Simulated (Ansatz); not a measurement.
# The beryllium atom (singlet): the correlation ladder, 6-31G*

The task here is to estimate one member of a computed series from the others.

Program: Ansatz 0.2.0, Gaussian basis. Level of theory: 6-31G*, core rule «outside noble gas», up to 1 orbitals frozen. These are calculated values, not measurements.

To be run: CCSD(T) on UHF; BCCD(T) on RHF; CASSCF and MRCISD+Q, 2 electrons in 4 orbitals; CASSCF and MRCISD+Q(relaxed), 2 electrons in 4 orbitals; CASSCF and NEVPT4(SD), 2 electrons in 4 orbitals; CASSCF and NEVPT2, 2 electrons in 4 orbitals; Full CI.

## The atom

A free atom, in its lowest state of this spin that the program finds.

1 atom, charge 0, spin multiplicity 1.

The first run:

The input, in.yaml:

```yaml
crystal:
  periodic: [false, false, false]
  atoms:
    - {symbol: Be, position_ang: [0.000000, 0.000000, 0.000000]}
basis:
  gaussian: {orbitals: "6-31G*"}
magnetization: {spin_polarized: true, initial_magnetization: 0}
correlation: {method: ccsd_t, electrons: outside_noble_gas}
```

Started as:

```sh
$ ansatz run in.yaml --threads 1 --pin off --events-out ev --progress --plain --max-ram 2393MiB
```

Steps of the session up to this table: CCSD(T) on UHF; BCCD(T) on RHF; CASSCF and MRCISD+Q, 2 electrons in 4 orbitals; CASSCF and MRCISD+Q(relaxed), 2 electrons in 4 orbitals; CASSCF and NEVPT4(SD), 2 electrons in 4 orbitals; CASSCF and NEVPT2, 2 electrons in 4 orbitals; Full CI.

One of the session's tables, all rows but one given; the rest of the session is left out.

| method | from FCI (kcal/mol) |
| --- | --- |
| UHF | ? |
| UMP2 | +15.31 |
| UCCSD | 0.00 |
| UCCSD(T) | 0.00 |
| BCCD(T) | 0.00 |
| CASSCF valence | +0.91 |
| NEVPT2 valence | +0.33 |
| NEVPT4(SD) valence | +0.03 |
| MRCISD valence | -0.03 |
| MRCISD+Q valence | -0.03 |
| MRCISD+Q(relaxed) valence | -0.06 |
| FCI | 0 |

Q: Estimate the row for UHF from the others.

The run gave: from FCI (kcal/mol): +28.79. In the column «from FCI (kcal/mol)» it is the highest.

Caveats from the session: MRCISD+Q(relaxed) valence falls below full CI: the +Q correction isn't variational, and the cores differ from full CI's.
